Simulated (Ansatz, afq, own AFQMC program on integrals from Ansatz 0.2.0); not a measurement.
Integrals from Ansatz 0.2.0, then the random walk in our own AFQMC program (afq).

```yaml
crystal:
  periodic: [false, false, false]
  atoms:
    - {symbol: Sb, position_ang: [0.000000, 0.000000, 0.000000]}
    - {symbol: H, position_ang: [0.000000, 0.000000, 1.871000]}
basis:
  gaussian: {orbitals: def2-TZVP}
total_charge: 1
magnetization: {spin_polarized: true, initial_magnetization: 3}
correlation: {method: ccsd_t, electrons: outside_noble_gas, hamiltonian_folder: ham}
```

```sh
$ ansatz run in.yaml --threads 1 --pin off --events-out ev --progress --plain --max-ram 1382MiB
```

afq runs on the folder ham with

```
--method phaseless --trial hf --walkers 120 --populations 1 --least-time 40 --time-step 0.005 --steps-per-block 20 --equilibration-blocks 112 --max-blocks 600 --target-error 0.00081 --factor-cut 1e-05 --start spin_pure --seed 119 --taylor-order 6
```

Times are imaginary, in 1/Eh. The walk had a cap of 1498 s. Filled inner d shells are frozen with the cores. Core potentials past Kr, no spin–orbit coupling.

afq prints:

```
orbitals 47  electrons 4 1  factors 384 of 517
reference energy -239.47898853 Eh
CCSD correlation -0.07102620 Eh in 12 cycles, weight of the determinant in the CISD state 0.9388
energy of the start -239.479322 Eh
 block  time / (1/Eh)  mean weight  energy / Eh
     1     0.100  1.0005  -239.490911
     2     0.200  1.0009  -239.500762
     3     0.300  1.0003  -239.508000
     4     0.400  1.0001  -239.514065
     5     0.500  0.9995  -239.519621
    10     1.000  0.9998  -239.533100
    66     6.600  1.0006  -239.550874
   118    11.800  1.0007  -239.560875
   131    13.100  0.9996  -239.540961
   196    19.600  0.9994  -239.554700
   261    26.100  0.9996  -239.548132
   326    32.600  1.0004  -239.542730
   391    39.100  0.9999  -239.549601
   430    43.000  0.9994  -239.539390
   456    45.600  1.0003  -239.553388
   521    52.100  0.9997  -239.552921
blocks merged  error / Eh  count
     1  0.000270  420
     2  0.000367  210
     4  0.000491  105
     8  0.000653  52
    16  0.000808  26
    32  0.000913  13
energy -239.550557 +/- 0.000808 Eh
(rows thinned)
```

The run passed its tests (sampling time, drift between the halves within three errors, error under three times the target), which doesn't prove that it has relaxed. The second half of the sampling lies above the first by 1.9 errors of their difference, so the energy may still be moving and its error bar be too small.

Against this walk (error 22.0 meV) on the same determinant: CCSD(T) 42.9 meV lower (within the noise), CCSDT(Q) 59.5 meV lower, full CI for this spin (own frozen core, lowest symmetry allowed) 25.7 meV lower (within the noise), a separate phaseless walk with a CISD trial and standard settings 60.9 ± 22.3 meV lower. The error is statistical and leaves out the bias of the constraint.

Cautions: constraint bias not in the error; no spin-orbit coupling; inner d shell frozen; lower spins were not checked.

The walk took 3.9 min on 1 thread of Arm Neoverse V1, on a shared host. The log's last line is the phaseless energy.

CCSDT and higher add their correlation energy to the determinant of the CCSD(T) run, since their own runs factorise the integrals more tightly (a shift of under 2 meV). A walk keeps the symmetry of its determinant, which the program's search chose and which needn't be the lowest solution, so a lower state of the same spin and another symmetry isn't excluded.
